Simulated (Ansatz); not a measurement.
# C3H5O, SMILES [CH2]C(C)=O: vertical spin-state energies

Run with the Ansatz DFT code, driven from Python.

The script reads `c3h5o.xyz`:
```text
9

C    -0.75170    0.96970   -0.59430
C     0.07650   -0.16380   -0.57510
C     0.49830   -0.67520    0.74960
O     0.49440   -0.67400   -1.63430
H    -1.11720    1.37110   -1.59080
H    -1.11330    1.50870    0.30770
H     0.21480   -1.70540    0.88900
H     1.66080   -0.61810    0.80850
H     0.12580   -0.05920    1.62250
```

The script, `spin.py`:
```python
"""Vertical spin-state energies of C3H5O."""

import ansatz as az

c3h5o = az.Crystal.molecule_from_extxyz("c3h5o.xyz")

job = c3h5o.calculation().basis(gaussian="def2-SVPD").functional("b3lyp")
found = {}
for unpaired in [1, 3]:
    data = job.spin("collinear", total=unpaired).run(threads=1, backend="cpu").report
    s = unpaired / 2
    found[unpaired] = data["free_energy_ev"]
    print(f"2S+1 = {unpaired + 1}: E = {found[unpaired]:.5f} eV, <S^2> = {abs(data['mean_field']['state']['spin_squared']):.3f} (pure state {s * (s + 1):.2f})")
lowest = min(found, key=found.get)
for unpaired, e in found.items():
    print(f"multiplicity {unpaired + 1}: {96.485332 * (e - found[lowest]):.1f} kJ/mol above the lowest")
```

`python spin.py` gives:
```text
2S+1 = 2: E = -5234.40716 eV, <S^2> = 0.768 (pure state 0.75)
2S+1 = 4: E = -5229.49170 eV, <S^2> = 3.760 (pure state 3.75)
multiplicity 2: 0.0 kJ/mol above the lowest
multiplicity 4: 474.3 kJ/mol above the lowest
```

In order: multiplicity 2 (+0.00 eV) and multiplicity 4 (+4.92 eV), all at the one geometry.

Total energies depend on the basis set; only differences at equal settings carry meaning. The geometry is a force-field or estimated start, not a minimum of this method, and the basis set is short of its limit. All parts are taken at fixed geometry, without zero-point energy. The species is open-shell (spin multiplicity 2). b3lyp holds the VWN-RPA fit, as in Gaussian; the form of ORCA and Turbomole is b3lyp5. Hardware and time: 13 s on 1 thread of Intel(R) Xeon(R) Platinum 8488C (Sapphire Rapids), on a shared host, peak memory 0.32 GiB.

(Lines on the test bed's own set-up are left out of the output.)
